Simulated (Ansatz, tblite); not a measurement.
# The cluster Zn2Se+: rung by rung

The task here is to estimate one member of a computed series from the others.

Computed with Ansatz 0.2.0, Gaussian basis. Level: as each input shows.

Plan: GFN1-xTB, GFN2-xTB, PBE-D4/def2-TZVP, r2SCAN-D4/def2-TZVP, B97M-V/def2-TZVP, HF/def2-TZVP, ωB97X-V/def2-TZVP, B3LYP-D4/def2-TZVP, BLYP-D4/def2-TZVP, PBE+5HF/def2-TZVP, PBE+10HF/def2-TZVP, PBE+15HF/def2-TZVP, PBE+35HF/def2-TZVP, PBE+50HF/def2-TZVP, PBE-D4/def2-SVP, PBE0-D4/def2-SVP, CCSD(T)/def2-TZVP, RPA/def2-TZVP.

### The geometry

The doublet was relaxed beforehand with r2SCAN-D4/def2-TZVP. At that level it is the lowest of the isomers that a small search found.

3 atoms, charge 1, spin multiplicity 2.

Bond lengths: Zn1–Se3 2.305 Å, Zn2–Se3 2.305 Å. Angles: Zn1–Se3–Zn2 110.9°.

The ion is computed in the gas phase, without counter-ions or solvent.

PBE0-D4/def2-TZVP was run before; its log isn't repeated, and its numbers join the tables.

The first run:

Tight binding, by tblite at 300 K electronic temperature and without a spin-polarisation term:

```python
tblite.interface.Calculator('GFN1-xTB', numbers, positions, charge=1, uhf=1).singlepoint()
```

Tight binding, by tblite at 300 K electronic temperature and without a spin-polarisation term:

```python
tblite.interface.Calculator('GFN2-xTB', numbers, positions, charge=1, uhf=1).singlepoint()
```

start.molden holds the orbitals of an earlier run on this state, given as this run's starting guess.

in.yaml

```yaml
crystal:
  periodic: [false, false, false]
  atoms:
    - {symbol: Zn, position_ang: [-0.404950, -1.711840, 0.836613]}
    - {symbol: Zn, position_ang: [-0.442939, 1.783549, -0.645818]}
    - {symbol: Se, position_ang: [0.847899, -0.071709, -0.190796]}
basis:
  gaussian: {orbitals: def2-TZVP, initial_orbitals: start.molden}
total_charge: 1
magnetization: {spin_polarized: true, initial_magnetization: 1}
hamiltonian: {xc: pbe, dispersion: d4}
scf: {omitted_lower_state_checks: [starts]}
output: {forces: true, orbitals: {seedname: orbitals}}
```

Started as:

```console
ansatz run in.yaml --threads 4 --pin off --events-out ev --progress --plain --max-ram 3916MiB
```

Among the steps run: PBE-D4/def2-TZVP; r2SCAN-D4/def2-TZVP; B97M-V/def2-TZVP; HF/def2-TZVP; ωB97X-V/def2-TZVP; B3LYP-D4/def2-TZVP; BLYP-D4/def2-TZVP; PBE+5HF/def2-TZVP; PBE+10HF/def2-TZVP; PBE+15HF/def2-TZVP; PBE+35HF/def2-TZVP; PBE+50HF/def2-TZVP; PBE-D4/def2-SVP; PBE0-D4/def2-SVP; CCSD(T)/def2-TZVP; RPA/def2-TZVP.

One table of the session follows, with a row left open; its other results are not shown here.

It belongs to the step «Levels side by side». 

| level | HOMO (eV) | LUMO (eV) | gap (eV) |
| --- | --- | --- | --- |
| HF/def2-TZVP | -11.77 | -6.46 | 5.32 |
| PBE-D4/def2-SVP | -9.84 | -9.36 | 0.49 |
| PBE-D4/def2-TZVP | -10.13 | -9.64 | 0.49 |
| BLYP-D4/def2-TZVP | -10.06 | -9.57 | 0.49 |
| r2SCAN-D4/def2-TZVP | -10.35 | -9.79 | 0.56 |
| B97M-V/def2-TZVP | -10.08 | -9.53 | 0.55 |
| B3LYP-D4/def2-TZVP | -10.61 | -9.24 | 1.38 |
| PBE0-D4/def2-SVP | -10.39 | -8.81 | 1.58 |
| PBE0-D4/def2-TZVP | -10.62 | -9.04 | 1.58 |
| ωB97X-V/def2-TZVP | -12.07 | -7.44 | 4.63 |
| PBE+5HF/def2-TZVP | -10.23 | -9.51 | 0.71 |
| PBE+10HF/def2-TZVP | -10.32 | -9.39 | 0.93 |
| PBE+15HF/def2-TZVP | -10.42 | -9.27 | 1.15 |
| PBE+35HF/def2-TZVP | -10.81 | -8.80 | 2.01 |
| PBE+50HF/def2-TZVP | ? | ? | ? |

**Question.** Estimate the row for PBE+50HF/def2-TZVP.

**Answer.** HOMO (eV): -11.11; LUMO (eV): -8.45; gap (eV): 2.66. In the column «HOMO (eV)» it lies between HF/def2-TZVP (-11.77) and PBE+35HF/def2-TZVP (-10.81).
